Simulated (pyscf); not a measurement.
Four-centre exchange: Cl–GeH₂–Cl + water (H₂O) → HO–GeH(Cl)–Cl + hydrogen (H₂)

Gas phase, singlet surface, charge 0. Bonds broken: Ge2–H4, O6–H7. Bonds formed: Ge2–O6, H4–H7. Single points on ωB97X-D3(BJ)/def2-SVP structures (PySCF, gas phase).

Transition state (Å):

```xyz
8

Cl     0.6334    -0.1669     1.3403
Ge    -1.0552    -0.3290     0.0252
Cl    -0.6057    -2.2785    -0.8705
H     -1.2364     1.5112     0.1150
H     -2.4391    -0.5582     0.6170
O     -0.9378     0.5235    -1.7124
H     -0.9900     1.4037    -0.9390
H     -0.2045     0.3103    -2.3130
```

One imaginary mode, 1498i cm⁻¹; descent along it reached the two sides named, in the forms told below.

| bond | change | reactant side (Å) | saddle | product side |
|---|---|---|---|---|
| Ge2–H4 | breaks | 1.521 | 1.851 | 3.6 |
| O6–H7 | breaks | 0.966 | 1.173 | 2.598 |
| Ge2–O6 | forms | 2.7 | 1.939 | 1.756 |
| H4–H7 | forms | 2.8 | 1.088 | 0.761 |

Electronic energies relative to the separated reactants (kcal/mol):

```
level                   barrier  reaction energy  reverse barrier
----------------------  -------  ---------------  ---------------
ωB97X-D3(BJ)/def2-TZVP     40.7             -6.7             47.5
PBE/def2-TZVP              35.7             -5.6             41.2
r²SCAN/def2-TZVP           36.6             -7.7             44.2
B3LYP-D3(BJ)/def2-TZVP     40.3             -6.3             46.6
PBE0-D3(BJ)/def2-TZVP      38.3             -5.0             43.3
M06-2X/def2-TZVP           38.3            -10.4             48.6
ωB97M-D3(BJ)/def2-TZVP     41.1             -5.5             46.6
HF/def2-TZVP               59.3             -3.8             63.1
```

With ωB97M-D3(BJ)/def2-TZVP energies and thermal terms (ideal gas, 1 atm, RRHO with modes under 100 cm⁻¹ raised to 100, one conformer, R ln 2 for rigid chiral ones), in kcal/mol:

```
T (K)   ΔH‡   ΔG‡    ΔH    ΔG
-----  ----  ----  ----  ----
298    38.8  49.3  -8.3  -6.7
600    39.0  59.8  -7.2  -5.6
900    39.8  70.1  -6.2  -5.0
1200   40.7  80.1  -5.4  -4.7
```

On the reactant side the descent ends in a complex, 5.9 kcal/mol under the separated species and 46.7 kcal/mol under the saddle at ωB97X-D3(BJ)/def2-TZVP. One saddle was located; it need not be the lowest between these sides. Elements up to Kr have no core potential and no relativistic terms here.
